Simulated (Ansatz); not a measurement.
A nudged elastic band was laid between two geometries of ClH3Si + H (6 atoms, charge 0, multiplicity 2).

These are results of UKS PBE0/6-31G* (Ansatz 0.2.0), not measurements.

- movable images: 7
- climbing image: yes
- spring: 5.0 eV/Å²
- optimiser: fire
- start path: through a guess of the saddle point
- force threshold: 0.03 eV/Å
- iteration limit: 60
- end points: relaxed
- largest step: 0.02 Å

Image 0:

```xyz
6
Properties=species:S:1:pos:R:3
Si 0.004 0.000 -0.217
Cl 0.028 0.000 1.846
H 1.405 0.000 -0.707
H -0.705 1.218 -0.681
H -0.705 -1.218 -0.681
H -0.027 0.000 5.412
```

Image 8:

```xyz
6
Properties=species:S:1:pos:R:3
Si -0.003 0.000 -0.521
Cl 0.009 0.000 3.572
H 1.416 0.000 -0.974
H -0.710 1.228 -0.981
H -0.710 -1.228 -0.981
H 0.000 0.000 4.857
```

Question: What changes between the two ends?

Answer: Bonds broken: Si1–Cl2. Bonds formed: Cl2–H6. ClH3Si + H becomes ClH + H3Si.

Question: Give the energies along the band, and the barrier.

Answer: It converged. The highest image is number 4 of 0 to 8, 73.5 kJ/mol above the first end and 52.7 kJ/mol above the last; the last end lies 20.9 kJ/mol above the first. Another band between the same ends (7 images) ends at a top of the same energy, where a vibrational analysis finds 1 clearly imaginary mode.

```tsv
image	path coordinate (Å)	energy (kJ/mol)	Si1–Cl2 (Å)	Cl2–H6 (Å)
0	0.00	0.0	2.06	3.57
1	0.43	0.5	2.06	3.10
2	0.86	3.8	2.06	2.63
3	1.30	19.2	2.08	2.14
4	1.74	73.5	2.36	1.52
5	2.22	39.0	2.90	1.30
6	2.70	25.8	3.29	1.29
7	3.17	21.7	3.69	1.29
8	3.64	20.9	4.09	1.29
```

Question: What is the geometry of the highest image?

Answer: 
```xyz
6
Properties=species:S:1:pos:R:3
Si 0.000 0.000 0.012
Cl 0.000 0.000 2.373
H 1.417 0.000 -0.435
H -0.708 1.227 -0.436
H -0.708 -1.227 -0.436
H 0.000 0.000 3.892
```

The run took 5.4 min on 1 thread of Arm Neoverse V2, on a shared host, peak memory 0.12 GiB.
